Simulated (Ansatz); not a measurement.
Write a Python script for Ansatz 0.2.0 through its Python package that makes a rigid scan of one bond angle of CH2O2, SMILES O=CO. Use (for the species named): PBE, 6-31G* basis, multiplicity 1.

```yaml
atoms:
  - { symbol: O, position_ang: [-0.3537, -0.4125, 1.2159] }
  - { symbol: C, position_ang: [-0.2526, -0.3556, -0.0036] }
  - { symbol: O, position_ang: [0.4489, 0.5950, -0.6259] }
  - { symbol: H, position_ang: [-0.5885, -1.0598, -0.7296] }
  - { symbol: H, position_ang: [0.7958, 1.1593, 0.1017] }
```

`bend.py`
```python
# -*- coding: utf-8 -*-
"""Bending curve of CH2O2."""

import warnings

import ansatz as az
from ase import Atoms

BASIS = "6-31G*"
XC = "pbe"
FORCE_TOL = 0.02


def main():
    warnings.simplefilter("ignore", az.DeckWarning)

    atoms = Atoms(["O", "C", "O", "H", "H"], positions=[
        [-0.3537, -0.4125, 1.2159],
        [-0.2526, -0.3556, -0.0036],
        [0.4489, 0.595, -0.6259],
        [-0.5885, -1.0598, -0.7296],
        [0.7958, 1.1593, 0.1017],
    ])

    # relax first, so that the scan starts from a minimum
    first = (
        az.Crystal.molecule_from_ase(atoms).calculation()
        .basis(gaussian=BASIS)
        .functional(XC)
        .relax(force_tolerance=FORCE_TOL, max_steps=80)
    )
    atoms.positions = first.run(threads=1).report["positions_ang"]

    rows = []
    for angle in [90, 100, 110, 120, 135, 150, 165, 179]:
        bent = atoms.copy()
        bent.set_angle(1, 2, 4, angle, indices=[4])
        base = (
            az.Crystal.molecule_from_ase(bent).calculation()
            .basis(gaussian=BASIS)
            .functional(XC)
        )
        rows.append((angle, base.run(threads=1).report["free_energy_ev"]))
    floor = min(e for _, e in rows)
    for angle, e in rows:
        print(f"angle C1-O2-H4 = {angle:3d} deg   {1000 * (e - floor):9.1f} meV")


if __name__ == "__main__":
    main()
```

Running `python bend.py` prints:
```text
angle C1-O2-H4 =  90 deg       172.0 meV
angle C1-O2-H4 = 100 deg         6.6 meV
angle C1-O2-H4 = 110 deg         0.0 meV
angle C1-O2-H4 = 120 deg       120.2 meV
angle C1-O2-H4 = 135 deg       464.5 meV
angle C1-O2-H4 = 150 deg       888.8 meV
angle C1-O2-H4 = 165 deg      1247.4 meV
angle C1-O2-H4 = 179 deg      1409.3 meV
```

The scan is rigid, and the energies are electronic, in a modest basis. The zero is the lowest point of the grid, which needn't be the minimum. Run time: 12 s on 1 thread of Arm Neoverse V2 (shared host), peak memory 0.18 GiB.
